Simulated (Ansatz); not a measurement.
```yaml
crystal:
  periodic: [true, true, true]
  atoms:
    - {symbol: C, position_ang: [-1.173716, -0.701223, 0.504854]}
    - {symbol: C, position_ang: [0.203519, -0.354443, -0.018909]}
    - {symbol: C, position_ang: [0.188206, 0.123092, -1.462982]}
    - {symbol: C, position_ang: [0.836663, 0.662303, 0.995982]}
    - {symbol: F, position_ang: [2.120709, 0.897444, 0.538008]}
    - {symbol: F, position_ang: [0.148268, 1.891778, 0.818704]}
    - {symbol: H, position_ang: [-1.859411, 0.189152, 0.495987]}
    - {symbol: H, position_ang: [-1.141856, -1.115369, 1.557747]}
    - {symbol: H, position_ang: [-1.642351, -1.481334, -0.051968]}
    - {symbol: H, position_ang: [0.884165, -1.249240, 0.076144]}
    - {symbol: H, position_ang: [-0.205164, -0.677690, -2.028608]}
    - {symbol: H, position_ang: [1.193503, 0.369427, -1.814019]}
    - {symbol: H, position_ang: [-0.460484, 1.022740, -1.587738]}
    - {symbol: H, position_ang: [0.881126, 0.295332, 1.961768]}
basis:
  gaussian: {orbitals: cc-pVDZ}
magnetization: {spin_polarized: true, initial_magnetization: 0}
hamiltonian: {xc: {name: wB97}}
```

```sh
$ ansatz run in.yaml --threads 4 --pin off --events-out ev --progress --plain --max-ram 11315MiB
```

Shortened log:

```
Error: YAML parse error: error: line 2 column 3: crystal: missing field `lattice` (a structure is typed as `lattice` and `atoms`, a molecule's as `atoms` in Å alone, or read from a run's directory, `checkpoint`)
 --> <input>:2:3
1 | crystal:
2 |   periodic: [true, true, true]
3 |   atoms:
4 |     - {symbol: C, position_ang: [-1.173716, -0.701223, 0.504854]}
```

(1) What is wrong with this run?

Answers

(1) The molecule is marked periodic without a cell. The input was rejected before any iteration.
